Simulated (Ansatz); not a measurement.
Input file:

```yaml
crystal:
  periodic: [false, false, false]
  atoms:
    - {symbol: Ge, position_ang: [-0.000001, -0.318403, 2.736058]}
    - {symbol: Si, position_ang: [0.000005, -0.293052, 0.441608]}
    - {symbol: P, position_ang: [-0.000002, -0.410479, -1.633446]}
    - {symbol: H, position_ang: [-0.000003, 1.021934, -1.544221]}
basis:
  gaussian: {orbitals: STO-3G}
magnetization: {spin_polarized: false, initial_magnetization: 2}
correlation: {method: fic_nevpt4_sd, electrons: valence, active_space: {window: {electrons: 4, orbitals: 8}, states: [{multiplicity: 3, weights: [1, 1, 0.5]}], root: 2}}
accuracy: high
scf: {lower_state_search: full}
```

```sh
$ ansatz run in.yaml --threads 1 --pin off --events-out ev --progress --plain --max-ram 2393MiB
```

Log:

```
573 factors; integrals over basis functions are off by at most 6.8e-9 eV
mean field evaluation 1: about -72779.9268 eV, gradient 1.7e1 eV
mean field evaluation 2: about -72779.9602 eV, gradient 1.7e1 eV
mean field evaluation 4: about -72781.3408 eV, gradient 1.8e0 eV
mean field evaluation 8: about -72781.3980 eV, gradient 1.0e-1 eV
mean field evaluation 16: about -72781.3984 eV, gradient 2.4e-8 eV
mean field evaluation 32: about -72781.3975 eV, gradient 1.1e-1 eV
mean field evaluation 64: about -72781.0499 eV, gradient 2.1e0 eV
mean field evaluation 96: about -72727.2870 eV, gradient 6.9e1 eV
mean field evaluation 128: about -72781.3984 eV, gradient 1.4e-8 eV
mean field evaluation 160: about -72781.3983 eV, gradient 1.2e-1 eV
mean field evaluation 192: about -72779.1537 eV, gradient 7.2e0 eV
mean field evaluation 224: about -72780.0558 eV, gradient 3.9e-1 eV
mean field -72781.39839416 eV, -2674.6670579817 hartree, gradient 2.4e-8 eV, S^2 2.000000; 15 other end points of the search recorded, 0 dependent functions left out
reference -72781.39839416 eV, -2674.6670579817 hartree; 32, 30 occupied and 5, 7 virtual orbitals, 573 factors
state -72782.69209344 eV, -2674.7146005532 hartree
state -72781.69401994 eV, -2674.6779220285 hartree
state -72781.13940937 eV, -2674.6575404662 hartree
state -72782.69209344 eV, -2674.7146005532 hartree; corrected -72785.39150060 eV, -2674.8138019369 hartree
state -72781.69401994 eV, -2674.6779220285 hartree; corrected -72784.13894589 eV, -2674.7677714003 hartree
state -72781.13940937 eV, -2674.6575404662 hartree; corrected -72783.76486551 eV, -2674.7540241998 hartree
Total energy: -72783.76486551 eV, -2674.7540241998 hartree
```

Natural occupations, averaged over the states: 1.4513 1.3081 0.8186 0.2884 0.1304 0.0028 0.0002 0.0001.

Ran on 1 thread of Intel Xeon, shared host: 32 s wall, 0.27 GiB peak host memory.
